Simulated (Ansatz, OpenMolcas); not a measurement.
SF2 (sulfur difluoride): the vertical ionisation energy from total energies

The species is SF2 (3 atoms), meant as a singlet with charge 0. SMILES: `FSF`. Geometry: relaxed at PBE0-D4/def2-TZVP.

```xyz
3

F     0.4401    1.1164    0.3654
S    -0.6020    0.1265   -0.3152
F     0.1618   -1.2430   -0.0502
```

Both states at this one shape; open shells run unrestricted unless said. 1 Eh = 27.2114 eV.

```
        level     program  singlet SF2 (Eh)  doublet [SF2]+ (Eh)
revPBE/STO-3G      Ansatz       -590.338949          -590.121863
PBE/def2-TZVP  OpenMolcas       -597.580689          -597.219412
 B3LYP/STO-3G      Ansatz       -590.452433          -590.210089
```

Question: Work out the vertical ionisation energy at each level.

Answer: 
1. revPBE/STO-3G: -590.121863 − (-590.338949) = 0.217086 Eh = 5.91 eV.
2. PBE/def2-TZVP: -597.219412 − (-597.580689) = 0.361277 Eh = 9.83 eV.
3. B3LYP/STO-3G: -590.210089 − (-590.452433) = 0.242344 Eh = 6.59 eV.

No measured value is set beside it here; the levels span 5.91 to 9.83 eV. Minimal sets are far from the basis-set limit.
